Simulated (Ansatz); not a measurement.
## How far a parabola holds: energy against volume of fcc Ag

fcc Ag was calculated with r²SCAN+rVV10 (Ansatz, a program for electronic structure, PAW). Numerical settings: plane-wave cutoff 560 eV, 24×24×24 k mesh, Fermi–Dirac smearing 0.05 eV, no spin polarisation, scalar-relativistic PAW data made under PBE. The cell has no free parameter but its volume, all volumes share cutoff and mesh, and the runs aren't spin-polarised. Energies are free energies at the run's smearing, counted from the lowest row; static lattice.

| V (Å³/atom) | E (meV/atom) |
|---|---|
| 16.252 | 10.36 |
| 16.591 | 2.45 |
| 16.930 | 0.00 |
| 17.268 | 2.33 |
| 17.607 | 8.84 |
| 17.945 | ? |

The 5 complete rows are fitted with a parabola, E against V. With u = V - 16.9, the rows have u = -0.6480, -0.3090, 0.0300, 0.3680, 0.7070. Least squares gives E = 0.042 - 2.1675·u + 20.9222·u². Residuals (row less fit): 0.128, -0.259, 0.004, 0.252, -0.128; standard error 0.286 (degrees of freedom: 2). The fitted curve has its minimum at V = 17.0, where E = -0.01. Its curvature is d²E/dV² = 2 × 20.9222 meV/Å⁶, so B = V0·d²E/dV² × 0.1602 = 114 GPa.

Question: What does the fit predict for E at V = 17.945, and how far is the calculated value from it?

Answer: u = 1.0450, so E = 0.042 - 2.1675 × 1.0450 + 20.9222 × 1.0450² = 20.625 meV/atom. The calculation gives 19.01 meV/atom, 1.615 meV/atom below the prediction (8.5 % of the range of E in the table). The row lies outside the fitted rows, so this is an extrapolation. From the scatter of the fitted rows alone, a prediction at this place has a standard error of 0.676 meV/atom, so the miss is 2.4 times that.

The residuals are curvature that a parabola lacks, not noise. A solid that stiffens under compression and softens on expansion lies above the parabola at the compressed end and under it at the expanded end, as this row does. A third-order Birch-Murnaghan fit to the whole scan has B0 = 113 GPa. Only scans are tabulated whose curvature falls smoothly with volume, and where the parabola meets the shown rows within 5 % of their range and misses the end by 0.1 meV or more.

Measured, for comparison: bulk modulus 110 GPa (corrected for temperature and zero-point phonon effects, sources range from 104 to 111; as tabulated in Levämäki et al. (2014), arXiv:1402.3671). Computed less measured: bulk modulus +2.7 % (+1.8 % to +9 % over the range).
